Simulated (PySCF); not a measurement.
**Vibration and rotation of CH**

UHF-CCSD(T) constants of CH, ²Π (doublet), unpaired electrons π ↑ (PySCF, no relativity, basis sets H def2-TZVPP, C def2-TZVPP; masses 1.0078 and 12.0000 u):

- ωe: 2847.5 cm⁻¹
- ωexe: 64.0 cm⁻¹
- Be: 14.42 cm⁻¹
- αe: 0.539 cm⁻¹
- D (centrifugal): 0.00148 cm⁻¹
- De to H + C: 3.54 eV

Question: Give the vibrational terms G(v) and spacings up to v = 5.

Answer: G(v) = ωe(v+½) − ωexe(v+½)².

```
v  G(v) (cm⁻¹)  G(v) − G(v−1)  Bv (cm⁻¹)
0         1408                     14.15
1         4127           2720      13.61
2         6719           2592      13.07
3         9182           2464      12.53
4        11518           2336      11.99
5        13725           2208      11.46
```

Question: How well does the Morse estimate ωe²/(4ωexe) reproduce De, and what is D0?

Answer: It gives 3.93 eV, 111 % of the computed De. D0 = De − G(0) = 3.54 − 0.17 = 3.37 eV.

Correlated steps freeze 1 core orbital. The state is the lowest determinant that a PBE0 search found; another state may lie lower at other levels.
